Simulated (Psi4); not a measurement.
**MP2/cc-pVTZ run of C2F2 (SMILES FC#CF)**

What is the vertical singlet–triplet gap of C2F2 at MP2/cc-pVTZ? 

The calculation is run with Psi4 1.11.

3 further runs of the same task are left out: 3 set aside as unsound or not needed.

## (1) The structure to begin with

C2F2 has 4 atoms, charge 0, and is taken as a singlet. SMILES: `FC#CF`. The coordinates come from a PBE0-D4/def2-TZVP relaxation.

Bond lengths: F1–C2 1.277 Å, C2–C3 1.184 Å, C3–F4 1.277 Å. Angles: F1–C2–C3 180.0°, C2–C3–F4 180.0°.

## (2) The energy at MP2/cc-pVTZ

Contents of input.dat:

```
memory 1.6 GB

molecule {
  0 1
  F     -0.136400     0.128000     1.852800
  C     -0.033700     0.030200     0.583200
  C      0.061400    -0.060400    -0.593400
  F      0.164100    -0.158200    -1.863000
  units angstrom
  symmetry c1
  no_reorient
  no_com
}

set {
  puream          true
  e_convergence   1e-09
  d_convergence   1e-08
  scf_type        pk
  num_frozen_docc 4
  mp2_type        conv
}

energy("mp2/cc-pVTZ")
```

The run is started by

```
$ psi4 -i input.dat -o output.dat -n 1
```

output.dat, shortened:

```text
[...]
  Running in c1 symmetry.
[...]
  Nuclear repulsion =   95.510996951943412
[...]
  Multiplicity = 1
[...]
  Nalpha       = 15
  Nbeta        = 15
[...]
    Number of basis functions: 120
[...]
   @RHF iter   1:  -274.53835314832139   -5.98266e-01   2.47981e-03 ADIIS/DIIS
[...]
   @RHF iter  10:  -274.56793909440717   -2.27374e-12   1.34540e-09 DIIS
[...]
    Orbital Energies [Eh]
    ---------------------
    Doubly Occupied:
       1A    -26.383577     2A    -26.383574     3A    -11.345385
       4A    -11.341256     5A     -1.706268     6A     -1.704353
       7A     -1.072809     8A     -0.876326     9A     -0.833870
      10A     -0.770768    11A     -0.770768    12A     -0.751395
      13A     -0.751395    14A     -0.423944    15A     -0.423944
[...]
  @RHF Final Energy:  -274.56793909440717
   => Energetics <=
    Nuclear Repulsion Energy =             95.5109969519434117
    One-Electron Energy =                -569.0786074656311939
    Two-Electron Energy =                 198.9996714192806166
    Total Energy =                       -274.5679390944071656
[...]
 Multipole Moments:
 ------------------------------------------------------------------------------------
     Multipole            Electronic (a.u.)      Nuclear  (a.u.)        Total (a.u.)
 ------------------------------------------------------------------------------------
 L = 1.  Multiply by 2.5417464519 to convert [e a0] to [Debye]
 Dipole X            :         -0.7851812            0.7851812            0.0000000
 Dipole Y            :          0.8560459           -0.8560459           -0.0000000
 Dipole Z            :          0.2891281           -0.2891281           -0.0000000
 Magnitude           :                                                    0.0000000
[...]
	SCS-MP2 Total Energy (a.u.)        :  -275.33555070860052
	SOS-MP2 Total Energy (a.u.)        :  -275.26646429201105
	SCSN-MP2 Total Energy (a.u.)       :  -274.93271537399937
[...]
	SOS-PI-MP2 Total Energy (a.u.)     :  -275.38288515827838
[...]
	MP2 Total Energy (a.u.)            :  -275.35730267551207
[...]
```

Run time: 23 s. Hardware: 1 thread of Intel Xeon Platinum 8259CL at 2.50GHz (Skylake/Cascade Lake), shared host; peak memory 1 GiB.

## (3) The triplet at the same level

Contents of calc.in:

```
memory 1.6 GB

molecule {
  0 3
  F     -0.25775864     0.24188494     3.50128456
  C     -0.06368377     0.05706973     1.10208828
  C      0.11602918    -0.11413946    -1.12136348
  F      0.31010406    -0.29895467    -3.52055977
  units au
  symmetry c1
  no_reorient
  no_com
}

set globals {
  reference       uhf
  puream          true
  e_convergence   1e-09
  d_convergence   1e-08
  scf_type        pk
  num_frozen_docc 4
  mp2_type        conv
  maxiter         100
}

E, wfn = energy("mp2/cc-pVTZ", return_wfn=True)
```

The run is started by

```
$ psi4 calc.in calc.out -n 1
```

calc.out, shortened:

```text
[...]
  Running in c1 symmetry.
[...]
  Nuclear repulsion =   95.510997052494560
[...]
  Multiplicity = 3
[...]
  Nalpha       = 16
  Nbeta        = 14
[...]
    Number of basis functions: 120
[...]
   @UHF iter   1:  -274.26929695790909   -3.29209e-01   2.31565e-03 DIIS/ADIIS
[...]
   @UHF iter  12:  -274.31229409292592   -2.75122e-11   7.97198e-09 DIIS
[...]
   @S^2 Observed:                2.014704396E+00
[...]
    Orbital Energies [Eh]
    ---------------------
    Alpha Occupied:
       1A    -26.370532     2A    -26.370532     3A    -11.399358
       4A    -11.395253     5A     -1.725329     6A     -1.723204
       7A     -1.181305     8A     -0.908952     9A     -0.864324
      10A     -0.789634    11A     -0.773320    12A     -0.754596
      13A     -0.745419    14A     -0.519281    15A     -0.478706
      16A     -0.153556
    Alpha Virtual:
      17A      0.162525    18A      0.167874    19A      0.197830
      20A      0.356582    21A      0.363718    22A      0.382997
      23A      0.481921    24A      0.485136    25A      0.497044
[...]
  @UHF Final Energy:  -274.31229409292592
   => Energetics <=
    Nuclear Repulsion Energy =             95.5109970524945595
    One-Electron Energy =                -568.6334894714532311
    Two-Electron Energy =                 198.8101983260328041
    Total Energy =                       -274.3122940929258675
  UHF NO Occupations:
  HONO-2 :   14  A 1.9950999
  HONO-1 :   15  A 1.0000000
[...]
 Multipole Moments:
 ------------------------------------------------------------------------------------
     Multipole            Electronic (a.u.)      Nuclear  (a.u.)        Total (a.u.)
 ------------------------------------------------------------------------------------
 L = 1.  Multiply by 2.5417464519 to convert [e a0] to [Debye]
 Dipole X            :         -0.7851811            0.7851812            0.0000001
 Dipole Y            :          0.8560461           -0.8560460            0.0000001
 Dipole Z            :          0.2891283           -0.2891281            0.0000002
 Magnitude           :                                                    0.0000003
[...]
	SCS-MP2 Total Energy (a.u.)        :  -275.06970293671759
	SOS-MP2 Total Energy (a.u.)        :  -274.99688481030500
	SCSN-MP2 Total Energy (a.u.)       :  -274.69677380038439
[...]
	SOS-PI-MP2 Total Energy (a.u.)     :  -275.11098326320149
[...]
	MP2 Total Energy (a.u.)            :  -275.10124073664628
[...]
```

Run time: 29 s. Hardware: 1 thread of Intel Xeon Platinum 8259CL at 2.50GHz (Skylake/Cascade Lake), shared host; peak memory 1 GiB.

## (4) Summary of results

Level: MP2/cc-pVTZ, 4 core orbitals frozen.

```
                                                           quantity          value
                                              singlet: total energy  -275.35730 Eh
                       singlet: HOMO energy (Hartree–Fock orbitals)      -11.54 eV
                       singlet: LUMO energy (Hartree–Fock orbitals)        5.53 eV
                     singlet: HOMO–LUMO gap (Hartree–Fock orbitals)       17.07 eV
               singlet: correlation energy (4 core orbitals frozen)     -789.4 mEh
                                              triplet: total energy  -275.10124 Eh
triplet: HOMO energy (Hartree–Fock orbitals) (highest over α and β)       -4.18 eV
 triplet: LUMO energy (Hartree–Fock orbitals) (lowest over α and β)       -0.41 eV
               triplet: correlation energy (4 core orbitals frozen)     -788.9 mEh
                         triplet: ⟨S²⟩ of the reference determinant          2.015
                   vertical energy of the triplet above the singlet       6.968 eV
```

At this shape the triplet lies 6.97 eV (672 kJ/mol) above the singlet.
